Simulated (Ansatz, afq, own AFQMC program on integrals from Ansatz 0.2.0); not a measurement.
# NO, quartet in 6-31G, levels against full CI

```xyz
2

N     0.0000    0.0000    0.0000
O     0.0000    0.0000    1.4028
```

Basis 6-31G. Noble-gas cores (and the filled d shells of Ga–Kr and In–Xe) are frozen. AFQMC by an in-house program on the Cholesky factors that Ansatz 0.2.0 writes for its CCSD(T) run. The CISD trial takes its coefficients from CCSD amplitudes. Released means that phaseless walkers are propagated on without the constraint, phases kept. Free projection: walkers drawn from exp(T), propagated without any constraint. Its projection time is finite, and what remains of the start isn't in its error. ± is one standard error of the sampling.

Determinant: UHF, the one that the program's search chose, which needn't be the lowest solution. The geometry is a PBE0/def2-TZVP stationary point of this or a neighbouring charge and spin state.

Full CI on the same integrals is exact in this basis and with this determinant's frozen core.

Cautions: lower spins were not checked; the ph-AFQMC/HF walk drifts between its halves (2.1 errors).

* T1 diagnostic: 0.0266
* weight of the determinant in the CISD state: 0.920
* ⟨S²⟩ of the determinant: 3.768
* size of the correlated space: 11 electrons in 16 orbitals

Reference: full CI, correlation energy -4.514 eV. The released energy is read at 2.40 1/Eh (meV from the phaseless value at times in 1/Eh: -2 ± 8 at 0.24, -7 ± 6 at 0.51, -8 ± 6 at 0.99, 0 ± 8 at 1.62, -9 ± 9 at 2.40).

```csv
level,E − E(reference) (mEh),share of correlation (%)
HF,165.88,0.00
MP2,23.87,85.61
CCSD,4.76,97.13
CCSD(T),1.33,99.20
CCSDT,0.49,99.70
CCSDT(Q),0.01,99.99
CCSDTQ,0.03,99.98
ph-AFQMC/HF,4.41 ± 1.31,97.34
ph-AFQMC/CISD,0.55 ± 0.24,99.67
released AFQMC,0.24 ± 0.34,99.86
free AFQMC,0.53 ± 0.23,99.68
```

CCSDT and higher add their correlation energy to the determinant of the CCSD(T) run, since their own runs factorise the integrals more tightly (a shift of under 2 meV). Free projections are given only where their last times agree within the noise and don't stop above the reference; a slow remainder of the start can still hide under it. Released energies are given only where the last usable release times agree within the noise; a slower fall can still hide under it.
